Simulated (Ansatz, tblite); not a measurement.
**AlH2(vinyl) (C2H5Al): a ladder of methods and basis sets**

Aim: run the singlet of AlH2(vinyl) (C2H5Al) at one geometry on many levels, and compare frontier levels, spin and run time.

Method: as each input shows; program: Ansatz 0.2.0, Gaussian basis.

The runs, in order: GFN1-xTB, GFN2-xTB, PBE-D4/def2-TZVP, r2SCAN-D4/def2-TZVP, ωB97X-V/def2-TZVP, B3LYP-D4/def2-TZVP, LC-ωPBE/def2-TZVP, BLYP-D4/def2-TZVP, r2SCANh-D4/def2-TZVP, BHLYP-D4/def2-TZVP, HSE06-D4/def2-TZVP, PBE-D4/def2-SVP, PBE0-D4/def2-SVP, PBE0-D4/def2-TZVPD, PBE-D4/def2-TZVPD, r2SCAN-D4/def2-TZVPD, CCSD(T)/def2-TZVPP, MP2/def2-TZVP, RPA/def2-TZVP, CCSD(T)/def2-TZVPD.

### 1 The relaxed structure

The geometry is that of the singlet, from an earlier relaxation (PBE0-D4/def2-TZVP).

8 atoms, charge 0, spin multiplicity 1.

Bond lengths: Al1–H2 1.588 Å, Al1–H3 1.589 Å, Al1–C4 1.938 Å, C4–C5 1.337 Å, C4–H6 1.090 Å, C5–H7 1.088 Å, C5–H8 1.089 Å. Angles: H2–Al1–H3 121.1°, H2–Al1–C4 122.1°, H3–Al1–C4 116.8°, Al1–C4–C5 119.5°, Al1–C4–H6 123.7°, C5–C4–H6 116.8°, C4–C5–H7 121.7°, C4–C5–H8 123.0°, H7–C5–H8 115.3°.

PBE0-D4/def2-TZVP was run before; its log isn't repeated, and its numbers join the tables.

### 2 GFN1-xTB

Tight binding, by tblite at 300 K electronic temperature and without a spin-polarisation term:

```python
tblite.interface.Calculator('GFN1-xTB', numbers, positions, charge=0, uhf=0).singlepoint()
```

Energy -221.4925 eV, HOMO -11.44 eV, LUMO -7.04 eV; 0.004 s.

### 3 GFN2-xTB

Tight binding, by tblite at 300 K electronic temperature and without a spin-polarisation term:

```python
tblite.interface.Calculator('GFN2-xTB', numbers, positions, charge=0, uhf=0).singlepoint()
```

Energy -213.2259 eV, HOMO -10.50 eV, LUMO -6.67 eV; 0.003 s.

### 4 PBE-D4/def2-TZVP

start.molden holds the orbitals of an earlier run on this state, given as this run's starting guess.

File in.yaml:

```yaml
crystal:
  periodic: [false, false, false]
  atoms:
    - {symbol: Al, position_ang: [0.826764, 1.166967, -0.389542]}
    - {symbol: H, position_ang: [1.951627, 1.569519, -1.435264]}
    - {symbol: H, position_ang: [0.288613, 2.210827, 0.680167]}
    - {symbol: C, position_ang: [0.048754, -0.607470, -0.345579]}
    - {symbol: C, position_ang: [-0.877839, -0.897776, 0.573098]}
    - {symbol: H, position_ang: [0.325383, -1.406546, -1.033496]}
    - {symbol: H, position_ang: [-1.216023, -0.158510, 1.296920]}
    - {symbol: H, position_ang: [-1.347270, -1.877001, 0.653697]}
basis:
  gaussian: {orbitals: def2-TZVP, initial_orbitals: start.molden}
hamiltonian: {xc: pbe, dispersion: d4}
scf: {omitted_lower_state_checks: [starts]}
output: {orbitals: {seedname: orbitals}}
```

Command:

```bash
ansatz run in.yaml --threads 4 --pin off --events-out ev --progress --plain --max-ram 3916MiB
```

The runs that follow: r2SCAN-D4/def2-TZVP; ωB97X-V/def2-TZVP; B3LYP-D4/def2-TZVP; LC-ωPBE/def2-TZVP; BLYP-D4/def2-TZVP; r2SCANh-D4/def2-TZVP; BHLYP-D4/def2-TZVP; HSE06-D4/def2-TZVP; PBE-D4/def2-SVP; PBE0-D4/def2-SVP; PBE0-D4/def2-TZVPD; PBE-D4/def2-TZVPD; r2SCAN-D4/def2-TZVPD; CCSD(T)/def2-TZVPP; MP2/def2-TZVP; RPA/def2-TZVP; CCSD(T)/def2-TZVPD.

Before running them: what should the planned runs give, taken together? Wanted: gap in def2-TZVP, named functionals, smallest and largest; correlation energy, CCSD(T)/def2-TZVPP; correlation energy, MP2/def2-TZVP; correlation energy, CCSD(T)/def2-TZVPD; binding an atom, CCSD(T)/def2-TZVPP; PBE0 total energy, smallest basis above largest.

The runs gave:

| quantity | value |
| --- | --- |
| gap in def2-TZVP, named functionals, smallest and largest | 4.31 eV (PBE-D4), 11.23 eV (LC-ωPBE) |
| correlation energy, CCSD(T)/def2-TZVPP | -12.55 eV |
| correlation energy, MP2/def2-TZVP | -10.68 eV |
| correlation energy, CCSD(T)/def2-TZVPD | -12.28 eV |
| binding an atom, CCSD(T)/def2-TZVPP | 3.528 eV |
| PBE0 total energy, smallest basis above largest | 4.65 eV (def2-SVP, def2-TZVPD) |

What this shows: Orbital gaps of the named functionals in def2-TZVP span 4.31 eV (PBE-D4) to 11.23 eV (LC-ωPBE); exact exchange widens it. The functionals in def2-TZVP miss CCSD(T)/def2-TZVPP by +0.004 (BHLYP-D4) to +0.106 eV (PBE-D4) an atom. The reference is CCSD(T) in one finite basis, so it carries an error of its own, often a tenth of an eV or more, and near misses can't be ranked.
